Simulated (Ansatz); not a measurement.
Relaxed structures of SiHSO (charge -1), closed shell (PBE0-D4/def2-TZVPD; forces vanish, vibrations not checked; lower isomers may exist, and structures with a doubtful reference or unclear bonds are left out; Å). Program: Ansatz 0.2.0. Basis: def2-TZVPPD. Cores are frozen in the correlated methods.

Q: Rank them by CCSD(T) energy, lowest first, and give each one's height above the lowest. Links in brackets join atoms within 1.22 times the sum of their covalent radii (1.1 for two metals). (An estimate is asked for; the value comes from the calculation.)
A.
SiHSO ([O][Si][SH]), total charge -1
```
4
angstrom
O 0.4907 1.2647 0.5048
Si 0.5136 -0.0862 -0.2526
S 0.1630 -1.7511 1.3462
H 0.2333 -2.7361 0.4361
```
B.
SiHSO ([OH][Si][S]), total charge -1
```
4
angstrom
O 0.6484 1.1550 0.9273
Si 0.2824 0.1106 -0.3670
S 0.1568 -1.7609 0.4472
H 0.7077 0.6146 1.7273
```
C.
SiHSO ([O]1[SiH][S]1), total charge -1
```
4
angstrom
O 0.5395 0.3417 0.9699
Si 0.4418 0.2507 -0.7602
S 0.0549 -1.3087 0.7498
H -1.0361 0.7163 -0.9595
```

A: By the calculation: B (0.00 kcal/mol), A (13.63 kcal/mol), C (60.97 kcal/mol). Heights count from the lowest.

The T1 diagnostic stays at or below 0.021.

For scale, one of the runs: CCSD(T)/def2-TZVPPD, 156 basis functions, launched by `ansatz run in.yaml --threads 2 --pin off --events-out ev --progress --plain --max-ram 4352MiB`. Hardware: 2 CPU threads of an Arm Neoverse V2, shared host. Wall time 13 s; peak host memory 1 GiB.
